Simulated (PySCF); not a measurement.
# PF⁺ with other numerical set-ups

The method stays; parts of the set-up, such as the basis or the Hamiltonian, are changed.

The runs use PySCF 2.14.0; each script names its method and basis.

4 further runs of the same task are left out: 4 that didn't finish.

## (1) Starting geometry

PF⁺: 2 atoms, charge 1, spin multiplicity 2.

Bond lengths: P1–F2 1.442 Å.

## (2) Base script

input.py reads:

```python
from pyscf import gto, scf, cc

mol = gto.M(
    atom='P 0 0 0; F 0 0 1.442',
    basis='sbkjc',
    ecp={'P': 'sbkjc', 'F': 'sbkjc'},
    charge=1,
    spin=1,
    verbose=4,
)
mf = scf.ROHF(mol)
mf.kernel()
mycc = cc.CCSD(mf)
mycc.kernel()
mycc.ccsd_t()
mf.dip_moment()
print('orbital energies (hartree):', mf.mo_energy[..., max(0, mol.nelec[1]-3):mol.nelec[0]+3].round(4))
```

Started as:

```
> python input.py
```

The log of this run is left out.

It gives: E(SCF) = -29.739529 Eh, 10 cycles, E(CCSD) − E(SCF) = -0.13780 Eh, (T) = -0.00481 Eh.

The bond length is a typed value, not an optimised one. The dipole of an ion depends on the origin.

## (3) Def2-svp (core potential off)

Run 1 changes basis set: sbkjc → def2-svp; core potential: on → off. The core potential changes with it: totals don't compare.

input.py reads:

```python
from pyscf import gto, scf, cc

mol = gto.M(
    atom='P 0 0 0; F 0 0 1.442',
    basis='def2-svp',
    charge=1,
    spin=1,
    verbose=4,
)
mf = scf.ROHF(mol)
mf.kernel()
mycc = cc.CCSD(mf)
mycc.kernel()
mycc.ccsd_t()
mf.dip_moment()
print('orbital energies (hartree):', mf.mo_energy[..., max(0, mol.nelec[1]-3):mol.nelec[0]+3].round(4))
```

Started as:

```
> python input.py
```

## (4) Density fitting cc-pvdz-jkfit

Run 2 changes density fitting: none → cc-pvdz-jkfit.

Changes to input.py since step 2:

```diff
@@ -11,2 +11,3 @@
 mf = scf.ROHF(mol)
+mf = mf.density_fit(auxbasis='cc-pvdz-jkfit')
 mf.kernel()
```

## (5) Pcseg-1 (core potential off)

Run 3 changes basis set: sbkjc → pcseg-1; core potential: on → off. The core potential changes with it: totals don't compare.

Changes to input.py since step 2:

```diff
@@ -4,4 +4,3 @@
     atom='P 0 0 0; F 0 0 1.442',
-    basis='sbkjc',
-    ecp={'P': 'sbkjc', 'F': 'sbkjc'},
+    basis='pcseg-1',
     charge=1,
```

## (6) Cc-pvdz (core potential off)

Run 4 changes basis set: sbkjc → cc-pvdz; core potential: on → off. The core potential changes with it: totals don't compare.

Changes to input.py since step 2:

```diff
@@ -4,4 +4,3 @@
     atom='P 0 0 0; F 0 0 1.442',
-    basis='sbkjc',
-    ecp={'P': 'sbkjc', 'F': 'sbkjc'},
+    basis='cc-pvdz',
     charge=1,
```

**Question.** What will these runs give? Wanted: for each run, E(SCF); from base; after the SCF.

As calculated:

```tsv
run	E(SCF) (hartree)	from base (eV)	cycles	functions	after the SCF
base	-29.739529	0	10	16	CCSD(T) correlation -3.881 eV
def2-svp (core potential off)	-439.613395	not comparable	9	32	CCSD(T) correlation -8.053 eV
density fitting cc-pvdz-jkfit	-29.739451	+0.0021	10	16	CCSD(T) correlation -3.881 eV
pcseg-1 (core potential off)	-439.741960	not comparable	9	32	CCSD(T) correlation -7.841 eV
cc-pvdz (core potential off)	-439.801206	not comparable	9	32	CCSD(T) correlation -8.066 eV
```

The dearest run is “cc-pvdz (core potential off)”, at 3.9 s against 1.1 s.
